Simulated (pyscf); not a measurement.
SiH₄ (SMILES [SiH4]) + CH₃• (SMILES [CH3]) -> SiH₃• (SMILES [SiH3]) + CH₄ (SMILES C), a hydrogen abstraction (doublet surface; H–Si broken, C–H formed). Structures and frequencies: ωB97X-D3(BJ)/def2-SVP in PySCF. Correlated levels are frozen-core, on RHF or UHF. ΔMP2 is the change of the MP2 total energy from the triple- to the quadruple-zeta basis. Energies in eV from the separated reactants.

Small-basis levels: PySCF, no dispersion term, spherical d functions. AM1 to PM7: differences of heats of formation from MOPAC. GFN2-xTB: tblite. Open shells are spin-unrestricted. 

```csv
level,barrier,reaction energy
HF/STO-3G,0.77,-0.33
MP2/6-31G*,0.54,-0.85
B3LYP/STO-3G,0.09,-0.53
B3LYP/6-311+G**,0.29,-0.70
GFN2-xTB,[?],-0.84
AM1,[?],-0.78
PM7,0.37,-1.03
CCSD(T)/def2-TZVPP + ΔMP2(QZVPP),[?],-0.68
```

Complete the blanks.


- GFN2-xTB, barrier: -0.04
- AM1, barrier: 0.23
- CCSD(T)/def2-TZVPP + ΔMP2(QZVPP), barrier: 0.39

Against the last row the barrier runs from -0.43 (GFN2-xTB) to +0.37 eV (HF/STO-3G); PM7 happens to lie closest here (0.03 eV apart). At GFN2-xTB this geometry lies under one side, so the entry may be no barrier of that level: it is a single point on another level's saddle. CCSD(T)/def2-TZVPP + ΔMP2(QZVPP) has limits of its own. This is the saddle that the search found; another between the same sides may lie lower. The angle at the transferred H is 180°. The CCSD(T) − MP2 part came from Ansatz, without density fitting, on the same reference.
